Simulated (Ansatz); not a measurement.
How far each method lies from full CI for Si$_{2}$, triplet

Geometry: MP2(full)/6-31G*, from the G2/97 set.

| atom | x (Å) | y (Å) | z (Å) |
| --- | --- | --- | --- |
| Si | 0.0000 | 0.0000 | 0.0000 |
| Si | 0.0000 | 0.0000 | 2.2601 |

Basis 6-31G; Ansatz 0.2.0. Correlated methods freeze the noble-gas cores, which leaves 8 electrons in 16 orbitals. Prefix R: restricted or restricted open-shell reference; prefix U: unrestricted. Active spaces: valence = (8e, 8o) chosen from the atoms' valence shells.

Full CI is exact within this basis and frozen core; it isn't the basis-set limit. The frozen core follows each run's orbitals, which can shift R against U totals by a few meV.

HF rows: RHF is the lowest solution found. Coupled cluster chose its determinant by a search with trial CCSD, here up to 0.40 eV above the lowest Hartree–Fock solution of its kind, and MP2 stands on that determinant too.

```
UHF ⟨S²⟩                            : 2.607
⟨S²⟩ of the determinant under UCCSD : 2.022
T1 diagnostic (RCCSD)               : 0.0224
largest doubles amplitude (RCCSD)   : 0.187
T1 diagnostic (UCCSD)               : 0.0231
```

| level | E − E(full CI) (kJ/mol) | share of correlation (%) | wall time |
| --- | --- | --- | --- |
| RHF† | 276.9 | – | – |
| RMP2 | 51.9 | 83.54 | – |
| UMP2 | 62.7 | 80.14 | – |
| RCCSD | 19.6 | 93.78 | – |
| UCCSD | 18.3 | 94.19 | – |
| RCCSD(T) | 7.0 | 97.80 | 1.8 s |
| UCCSD(T) | 6.7 | 97.87 | 2.3 s |
| BCCD(T) | 7.1 | 97.76 | 1.8 s |
| RCCSDT | 4.2 | 98.67 | – |
| UCCSDT | 4.0 | 98.73 | – |
| RCCSDT(Q) | 0.7 | 99.77 | 4.5 s |
| UCCSDT(Q) | 0.9 | 99.73 | 4.9 s |
| RCCSDTQ | 0.5 | 99.83 | 21 s |
| UCCSDTQ | 0.5 | 99.85 | 22 s |
| CASSCF (valence space) | 73.6 | 76.66 | – |
| NEVPT2 (valence space) | 22.4 | 92.90 | 1.8 s |
| MRCISD (valence space) | 2.0 | 99.37 | – |
| MRCISD+Q (valence space) | 0.1 | 99.97 | 2.4 s |

A dagger marks rows that describe another state than the reference (another or a broken symmetry, a higher spin or other natural occupations), so the difference holds a gap between states beside the method's error.

The correlation energy at full CI, counted from the determinant under the R cluster runs, is -3.271 eV. That run took 9.5 s on 1 thread of AMD EPYC 7R13, shared host over 413,952 determinants.

Run but not shown, since their state, orbitals or frozen core can't be matched to the reference's or they repeat it: UHF, CISD, CISDTQ.

Times hold each run's SCF and search for its determinant on a shared host, so for small cases they say little of a method's own cost; they ran on 1 thread of AMD EPYC 7R13.

The full-CI state has the irrep B2u of D2h, in the program's axes (one component, if the state is degenerate).

Natural occupations of full CI about the gap: 1.970 1.904 1.853 1.020 0.959 0.148 0.074 0.035 0.009 0.008; effectively unpaired electrons, Σ n²(2−n)², 2.21.

Atomization energy (electronic, same basis, no zero-point term; atoms at the same level, unrestricted beside the R rows where the molecule is a closed shell, with restricted open-shell steps beyond CCSDT(Q)) at full CI: 218.4 kJ/mol. Errors of other levels:

| level | error (kJ/mol) |
| --- | --- |
| RMP2 | -4.3 |
| UMP2 | -15.1 |
| RCCSD | -18.7 |
| UCCSD | -17.4 |
| RCCSD(T) | -6.7 |
| UCCSD(T) | -6.5 |
| BCCD(T) | -6.8 |
| RCCSDT | -4.2 |
| UCCSDT | -4.0 |
| RCCSDT(Q) | -0.7 |
| UCCSDT(Q) | -0.9 |
| RCCSDTQ | -0.5 |
| UCCSDTQ | -0.5 |
| CASSCF (valence space) | -18.5 |
| NEVPT2 (valence space) | -0.4 |
| MRCISD (valence space) | -1.5 |
| MRCISD+Q (valence space) | -0.2 |

This basis is far from its limit, so the value isn't to be set against a measured one. Truncated CI isn't size-consistent, which counts against it in atomization.
